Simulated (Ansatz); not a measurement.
Relaxation of AlH4MgN (7 atoms, charge 0, multiplicity 1), to a largest force component of 0.015 eV/Å in at most 40 steps.

Level of theory: Ansatz, RKS PBE0-D4/def2-TZVP.

```xyz
7
Properties=species:S:1:pos:R:3:forces:R:3
N -1.413 0.647 -0.910 -0.45 0.26 -0.22
Al -0.012 0.035 0.013 -0.75 1.18 0.60
Mg 1.902 -1.577 0.350 0.41 -1.14 -0.92
H -1.869 0.363 -1.773 0.43 -0.15 0.30
H -1.927 1.455 -0.560 0.30 -0.31 0.01
H 0.165 0.952 1.365 -0.29 0.17 -0.18
H 2.614 -2.930 -0.468 0.35 -0.01 0.42
```

Where does it end, and by what steps?

The run converged. After 7 steps the energy has fallen by 0.753 eV; Mg3 moved furthest, 0.60 Å.

| step | energy less start (eV) | largest force component (eV/Å) | accepted |
| --- | --- | --- | --- |
| 0 | 0.0000 | 1.182 | yes |
| 1 | -0.4394 | 0.612 | yes |
| 2 | -0.6588 | 0.352 | yes |
| 3 | -0.7352 | 0.156 | yes |
| 4 | -0.7441 | 0.153 | yes |
| 5 | -0.7518 | 0.132 | yes |
| 6 | -0.7445 | 0.396 | no |
| 7 | -0.7533 | 0.008 | yes |

```xyz
7
Properties=species:S:1:pos:R:3
N -1.354 0.652 -0.830
Al -0.034 0.292 0.310
Mg 1.682 -1.778 -0.166
H -1.551 0.148 -1.679
H -2.018 1.401 -0.711
H -0.030 1.307 1.550
H 2.766 -3.077 -0.456
```

Whether the end is a true minimum wasn't checked by a vibrational analysis.

Time of the run: 12 s on 2 threads of AMD EPYC 9B14 (Zen 4) (shared host), peak memory 0.24 GiB.
